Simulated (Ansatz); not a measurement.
# C₃H₆OS: one species, many methods

How much do the methods differ for C₃H₆OS? The plan is to run it at one geometry with functionals of several rungs and with coupled cluster, and see how far each lands from CCSD(T) at the basis-set limit for the atomisation energy.

Computed with Ansatz 0.2.0, Gaussian basis. Level: functionals in def2-TZVPP, the program's frozen cores in correlated methods.

Plan: LDA (SPW92), PBE-D4, revPBE-D4, BLYP-D4, r2SCAN-D4, B97M-V, PBE0-D4, B3LYP-D4, r2SCANh-D4, r2SCAN0-D4, HSE06-D4, BHLYP-D4, CAM-B3LYP-D4, LC-ωPBE, ωB97X-V, ωB97M-V, B2PLYP, PBE-QIDH; CCSD(T)/def2-SVP; CCSD(T)/def2-TZVPP; MP2/def2-QZVPP; extrapolation to the limit; RPA on PBE.

### 1 Structure used throughout

An earlier PBE0-D4 in a triple-zeta def2 set relaxation fixed the geometry.

SMILES `SC1COC1`, 11 atoms, charge 0, spin multiplicity 1.

Atoms are counted from 1 here; the program's logs count them from 0.

Bond lengths: S1–C2 1.798 Å, S1–H6 1.342 Å, C2–C3 1.532 Å, C2–C5 1.533 Å, C2–H7 1.089 Å, C3–O4 1.432 Å, C3–H8 1.097 Å, C3–H9 1.093 Å, O4–C5 1.434 Å, C5–H10 1.094 Å, C5–H11 1.095 Å. Angles: C2–S1–H6 97.3°, S1–C2–C3 114.5°, S1–C2–C5 120.3°, S1–C2–H7 109.9°, C3–C2–C5 84.1°, C3–C2–H7 112.6°, C5–C2–H7 113.3°, C2–C3–O4 91.4°, C2–C3–H8 113.9°, C2–C3–H9 116.7°, O4–C3–H8 111.8°, O4–C3–H9 112.6°, H8–C3–H9 109.5°, C3–O4–C5 91.5°, C2–C5–O4 91.2°, C2–C5–H10 116.8°, C2–C5–H11 113.5°, O4–C5–H10 112.1° and more.

### 2 LDA

This LDA is Slater exchange with PW92 correlation.

Input file in.yaml:

```yaml
crystal:
  periodic: [false, false, false]
  atoms:
    - {symbol: S, position_ang: [-1.776667, 1.017856, -0.096561]}
    - {symbol: C, position_ang: [-0.107020, 0.446305, 0.246817]}
    - {symbol: C, position_ang: [-0.025670, -0.972616, 0.817958]}
    - {symbol: O, position_ang: [0.975532, -1.336966, -0.138257]}
    - {symbol: C, position_ang: [0.760043, -0.128473, -0.879542]}
    - {symbol: H, position_ang: [-1.459843, 2.280484, -0.424411]}
    - {symbol: H, position_ang: [0.416079, 1.176399, 0.862091]}
    - {symbol: H, position_ang: [-0.944983, -1.556957, 0.688522]}
    - {symbol: H, position_ang: [0.324298, -1.067966, 1.848698]}
    - {symbol: H, position_ang: [1.695894, 0.394053, -1.096954]}
    - {symbol: H, position_ang: [0.207735, -0.309219, -1.807761]}
basis:
  gaussian: {orbitals: def2-TZVPP}
hamiltonian: {xc: lda}
output: {orbitals: {seedname: orbitals}}
```

After this run come: PBE-D4 (GGA); revPBE-D4 (GGA); BLYP-D4 (GGA); r2SCAN-D4 (meta-GGA); B97M-V (meta-GGA); PBE0-D4 (hybrid); B3LYP-D4 (hybrid); r2SCANh-D4 (hybrid); r2SCAN0-D4 (hybrid); HSE06-D4 (hybrid); BHLYP-D4 (hybrid); CAM-B3LYP-D4 (range-separated); LC-ωPBE (range-separated); ωB97X-V (range-separated); ωB97M-V (range-separated); B2PLYP (double hybrid); PBE-QIDH (double hybrid); CCSD(T) in def2-SVP; CCSD(T) in def2-TZVPP; MP2 in def2-QZVPP; RPA on PBE orbitals.

Before running them: what should the planned runs give, taken together? Wanted: atomisation energy, CCSD(T)/CBS; farthest beyond LDA; mean size of error, GGA; mean size of error, meta-GGA; mean size of error, hybrid; mean size of error, range-separated; mean size of error, double hybrid; gap, smallest and largest; T1 diagnostic.

The runs gave:

| quantity | value |
| --- | --- |
| atomisation energy, CCSD(T)/CBS | 1005.0 kcal/mol |
| functionals within 5.0 kcal/mol (0.5 %) | revPBE-D4, BLYP-D4, r2SCAN-D4, B97M-V, B3LYP-D4, r2SCANh-D4, CAM-B3LYP-D4, LC-ωPBE, PBE-QIDH |
| farthest beyond LDA | BHLYP-D4 (-36.2 kcal/mol) |
| mean size of error, GGA | 12.5 kcal/mol |
| mean size of error, meta-GGA | 3.4 kcal/mol |
| mean size of error, hybrid | 12.4 kcal/mol |
| mean size of error, range-separated | 4.0 kcal/mol |
| mean size of error, double hybrid | 7.0 kcal/mol |
| gap, smallest and largest | 5.05 eV (BLYP-D4), 12.35 eV (LC-ωPBE) |
| T1 diagnostic | 0.0108 |
| triples share of the correlation energy | 4.1 % |

What this shows: LDA overbinds by 167.4 kcal/mol (17 %). PBE-D4 misses by +31.0 kcal/mol. Double hybrids carry the basis error of their MP2 part in triple zeta, and no dispersion term here, so their miss is partly the set-up's. The rungs meta-GGA, range-separated miss on average by less than the doubt on the reference (5.0 kcal/mol), so they tie. Misses under about 5.0 kcal/mol are within the doubt on the reference itself, which lacks core-valence correlation, relativity and higher excitations. Hartree-Fock recovers 71 % of the binding; the rest is correlation. CCSD(T) in def2-SVP is off by -51.8 kcal/mol, so the small basis spoils what the method gains. The gap grows from 5.0 to 12.4 eV across the functionals, mostly with the share of exact exchange.
